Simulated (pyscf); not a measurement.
Structures and frequencies: ωB97X-D3(BJ)/def2-SVP in PySCF.

**Question.** For the elementary gas-phase step H₅O₃Si₃ (SMILES O1[SiH]O[SiH2]O[SiH2]1) [doublet] + F–CH₂–F (SMILES FCF) → H₅FO₃Si₃ (SMILES F[SiH]1O[SiH2]O[SiH2]O1) + •H₂C–F (SMILES [CH2]F) (doublet surface; C–F broken, F–Si formed), what barrier and reaction energy does ωB97M-D3(BJ)/def2-TZVP give, measured from the separated reactants?

**Answer.** ΔE‡ = 103.0 kJ/mol, ΔE = -178.6 kJ/mol. Zero-point energy shifts the barrier by -3.9 kJ/mol. It is an atom transfer, with an imaginary mode of 1138i cm⁻¹. On the product side the descent ends in a complex (not fully relaxed), 17.9 kJ/mol under the separated species and 306.1 kJ/mol under the saddle at ωB97X-D3(BJ)/def2-TZVP. At ωB97X-D3(BJ) the barrier from the zero used here is 114.9 kJ/mol. One saddle was located; it need not be the lowest between these sides. The angle at the transferred F is 154°.
